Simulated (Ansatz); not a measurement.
# NO2F (SMILES O=[N+]([O-])F): SVWN5/cc-pVTZ

Aim: the vertical ionisation energy of NO2F at SVWN5/cc-pVTZ, from 2 runs. 

The results are computed with Ansatz 0.2.0.

36 further runs of the same task are left out: 36 set aside as unsound or not needed.

**1. The molecule**

The species is NO2F (4 atoms), meant as a singlet with charge 0. As SMILES, `O=[N+]([O-])F`. The shape is that of a PBE0-D4/def2-TZVP optimisation.

Bond lengths: O1–N2 1.170 Å, N2–O3 1.170 Å, N2–F4 1.442 Å. Angles: O1–N2–O3 135.6°, O1–N2–F4 112.2°, O3–N2–F4 112.2°.

**2. The energy at SVWN5/cc-pVTZ**

input.yaml

```yaml
crystal:
  periodic: [false, false, false]
  atoms:
    - {symbol: O, position_ang: [0.188290, 0.469930, 1.120250]}
    - {symbol: N, position_ang: [0.079720, -0.071800, 0.089140]}
    - {symbol: O, position_ang: [0.476580, -1.068680, -0.376880]}
    - {symbol: F, position_ang: [-0.744590, 0.670550, -0.832510]}
basis:
  gaussian:
    orbitals: cc-pVTZ
magnetization:
  spin_polarized: false
  initial_magnetization: 0
hamiltonian:
  xc: {name: SVWN5}
accuracy: high
output: {orbitals: {seedname: orbitals}}
```

Started as:

```
$ ansatz run input.yaml --threads 1 --pin off --max-ram 3480MiB --events-out events.jsonl --progress --plain --runs-dir runs
```

The program printed:

```text
Warning: RAYON_NUM_THREADS=1 ignored (pool sized by the plan → 1); use --threads N
Functional definition: SVWN5
  name "SVWN5"
  exchange = slater_x
  correlation = vwn5_c
2042 factors; integrals over basis functions are off by at most 3.0e-9 eV
mean field evaluation 1: about -8238.8416 eV, gradient 5.7e1 eV
mean field evaluation 2: about -8217.6475 eV, gradient 1.3e2 eV
mean field evaluation 4: about -8243.0947 eV, gradient 1.4e1 eV
mean field evaluation 8: about -8243.3629 eV, gradient 4.9e-1 eV
mean field evaluation 16: about -8243.3633 eV, gradient 3.7e-6 eV
mean field -8243.36330064 eV, -302.9380137460 hartree, gradient 4.3e-8 eV, S^2 0.000000; 0 other end points of the search recorded, 0 dependent functions left out
reference -8243.36330191 eV, -302.9380137928 hartree; 16, 16 occupied and 104, 104 virtual orbitals, 2042 factors
Total energy: -8243.36330191 eV, -302.9380137928 hartree
```

Run time: 3.3 s. Hardware: 1 thread of Arm Neoverse V2, shared host; peak memory 0.28 GiB.

**3. The doublet cation**

molecule.yaml

```yaml
crystal:
  periodic: [false, false, false]
  atoms:
    - {symbol: O, position_ang: [0.188290, 0.469930, 1.120250]}
    - {symbol: "N", position_ang: [0.079720, -0.071800, 0.089140]}
    - {symbol: O, position_ang: [0.476580, -1.068680, -0.376880]}
    - {symbol: F, position_ang: [-0.744590, 0.670550, -0.832510]}
basis:
  gaussian:
    orbitals: cc-pVTZ
output: {orbitals: {seedname: orbitals}}
magnetization:
  spin_polarized: true
  initial_magnetization: 1
hamiltonian:
  xc: {name: SVWN5}
total_charge: 1
accuracy: high
```

Started as:

```
$ ansatz run molecule.yaml --threads 1 --pin off --max-ram 3480MiB --events-out events.jsonl --progress --plain --runs-dir runs
```

The program printed:

```text
Warning: RAYON_NUM_THREADS=1 ignored (pool sized by the plan → 1); use --threads N
[... 4 set-up lines as earlier in the session ...]
2042 factors; integrals over basis functions are off by at most 3.0e-9 eV
mean field evaluation 1: about -8226.2912 eV, gradient 4.0e1 eV
mean field evaluation 2: about -8214.7245 eV, gradient 7.3e1 eV
mean field evaluation 4: about -8229.6917 eV, gradient 1.4e1 eV
mean field evaluation 8: about -8230.2606 eV, gradient 1.9e-1 eV
mean field evaluation 16: about -8230.2607 eV, gradient 5.2e-5 eV
mean field evaluation 32: about -8228.8834 eV, gradient 2.3e-1 eV
mean field evaluation 64: about -8229.8157 eV, gradient 7.1e0 eV
mean field -8230.26072383 eV, -302.4565029295 hartree, gradient 2.3e-8 eV, S^2 0.753153; 5 other end points of the search recorded, 0 dependent functions left out
reference -8230.26072501 eV, -302.4565029731 hartree; 16, 15 occupied and 104, 105 virtual orbitals, 2042 factors
Total energy: -8230.26072501 eV, -302.4565029731 hartree
```

Wall time 9.9 s (1 thread of Arm Neoverse V2, shared host); peak memory 0.33 GiB.

**4. What came out**

Level: SVWN5/cc-pVTZ.

| quantity | value |
| --- | --- |
| singlet NO2F: total energy | -302.93801 Eh |
| singlet NO2F: HOMO energy | -8.57 eV |
| singlet NO2F: LUMO energy | -3.78 eV |
| singlet NO2F: HOMO–LUMO gap | 4.80 eV |
| doublet cation: total energy | -302.45650 Eh |
| doublet cation: HOMO energy (highest over α and β) | -18.78 eV |
| doublet cation: LUMO energy (lowest over α and β) | -17.67 eV |
| doublet cation: ⟨S²⟩ | 0.753 |
| vertical ionisation energy (to the doublet cation) | 13.103 eV |

**Reading.** The vertical ionisation energy comes to 13.10 eV (1264 kJ/mol). The negative HOMO energy of the first species, 8.57 eV, lies 4.53 eV below that difference.
